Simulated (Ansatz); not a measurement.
Cartesian coordinates in Å:
```
O -1.320 -0.481 -1.258
C -0.690 -0.529 -0.242
C 0.489 0.376 0.021
Cl 0.687 0.675 1.756
H -0.920 -1.253 0.566
H 0.358 1.324 -0.499
H 1.397 -0.111 -0.342
```

Total charge 0; spin multiplicity 1.

Task: List the CAM-B3LYP/def2-TZVPP orbital energies in eV (Ansatz 0.2.0). (An estimate is asked.)

Result: The calculation gave: Occupied: -2764.82, -523.12, -281.96, -281.00, -259.57, -198.69, -198.44, -198.44, -31.63, -26.31, -22.04, -18.64, -15.73, -15.07, -14.85, -13.50, -12.73, -10.78, -10.42, -9.45. Lowest empty: -0.12, 1.68, 2.44, 3.09, 3.54, 4.35, 5.34, 5.76.
